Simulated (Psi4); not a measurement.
Process, species as SMILES: O(F)F + H+ → F[OH+]F
B3LYP-D3(BJ)/def2-TZVP geometries, fixed; electronic energies without zero-point terms; positive where energy is released.
Largest species:
```xyz
4

F     -0.0223     1.1178    -0.2910
O      0.1853    -0.0026     0.5040
F     -0.0746    -1.1175    -0.2833
H     -0.6103     0.0182     1.1366
```
Charge +1, spin multiplicity 1.

The proton affinity at MP2 with Psi4, in kcal/mol, split into its Hartree-Fock and correlation parts. Density fitting with the program's default auxiliary sets. Cores are frozen. The proton sits at the site shown, which need not be the one that binds it best. No added dispersion term, no relativity. Functions are those of the species that has most.

| basis | X | functions | Hartree-Fock | MP2 |
|---|---|---|---|---|
| aug-cc-pVDZ | 2 | 78 | 112.10 | 109.73 |
| aug-cc-pVTZ | 3 | 161 | 114.44 | 111.49 |
| aug-cc-pVQZ | 4 | 286 | 114.84 | 111.28 |

Worked estimate of the basis-set limit from each neighbouring pair, with Hartree-Fock from the larger set and the correlation part extrapolated as X^-3.
Correlation parts: X = 2: -2.37, X = 3: -2.95, X = 4: -3.56.
- (2,3): (27·(-2.95) - 8·(-2.37))/19 = -3.19; with Hartree-Fock 114.44 the estimate is 111.25 kcal/mol.
- (3,4): (64·(-3.56) - 27·(-2.95))/37 = -4.01; with Hartree-Fock 114.84 the estimate is 110.83 kcal/mol.
The last two estimates differ by 0.41 kcal/mol; the largest set lies 0.45 from the last. Over the last step Hartree-Fock moves by 0.40 and the correlation part by -0.61.
